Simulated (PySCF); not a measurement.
**How the numerical set-up moves the result for NaS**

The method stays; parts of the set-up, such as the basis or the Hamiltonian, are changed.

The runs use PySCF 2.14.0; each script names its method and basis.

2 further runs of the same task are left out: 2 that didn't finish.

## Step 1: Where the work starts

NaS: 2 atoms, charge 0, spin multiplicity 2.

Bond lengths: Na1–S2 2.262 Å.

## Step 2: Base script

The input, input.py:

```python
from pyscf import gto, scf

mol = gto.M(
    atom='Na 0 0 0; S 0 0 2.262',
    basis='aug-cc-pvdz',
    charge=0,
    spin=1,
    verbose=4,
)
mf = scf.UHF(mol)
mf = mf.density_fit(auxbasis='def2-universal-jkfit')
mf.kernel()
mf.dip_moment()
print('orbital energies (hartree):', [e[max(0, n-3):n+3].round(4) for e, n in zip(mf.mo_energy, mol.nelec)])
```

Launch:

```bash
$ OMP_NUM_THREADS=1 python input.py
```

The log of this run is left out.

Base result: E(SCF) = -559.396510 Eh, 10 cycles, ⟨S²⟩ = 0.759, μ = 8.41 D.

The bond length is a typed value, not an optimised one.

## Step 3: 6-31g(3d)

Variant 1 changes basis set: aug-cc-pvdz → 6-31g(3d).

The input, input.py:

```python
from pyscf import gto, scf

mol = gto.M(
    atom='Na 0 0 0; S 0 0 2.262',
    basis='6-31g(3d)',
    charge=0,
    spin=1,
    verbose=4,
)
mf = scf.UHF(mol)
mf = mf.density_fit(auxbasis='def2-universal-jkfit')
mf.kernel()
mf.dip_moment()
print('orbital energies (hartree):', [e[max(0, n-3):n+3].round(4) for e, n in zip(mf.mo_energy, mol.nelec)])
```

Launch:

```bash
$ OMP_NUM_THREADS=1 python input.py
```

## Step 4: Density fitting none

Variant 2 changes density fitting: def2-universal-jkfit → none.

input.py, as its differences from that of step 2:

```diff
@@ -10,3 +10,2 @@
 mf = scf.UHF(mol)
-mf = mf.density_fit(auxbasis='def2-universal-jkfit')
 mf.kernel()
```

## Step 5: Cartesian functions on

Variant 3 changes Cartesian functions: off → on.

input.py, as its differences from that of step 2:

```diff
@@ -7,2 +7,3 @@
     spin=1,
+    cart=True,
     verbose=4,
```

**Question.** What will these runs give? Wanted: for each run, E(SCF); from base; gap, α spin; SCF dipole.

**Answer**, as computed:

| run | E(SCF) (hartree) | from base (eV) | cycles | gap, α spin (eV) | SCF dipole (D) | functions |
| --- | --- | --- | --- | --- | --- | --- |
| base | -559.396510 | 0 | 10 | 7.94 | 8.41 | 54 |
| 6-31g(3d) (poor choice) | -559.364024 | not comparable | 10 | 8.13 | 8.17 | 56 |
| density fitting none | -559.396525 | -0.0004 | 10 | 7.94 | 8.41 | 54 |
| Cartesian functions on | -559.396963 | -0.0123 | 10 | 7.93 | 8.41 | 58 |

Of the runs whose energies can be compared, “Cartesian functions on” moves the SCF energy most (-0.012 eV). Rows marked «poor choice» come from settings spoiled on purpose.
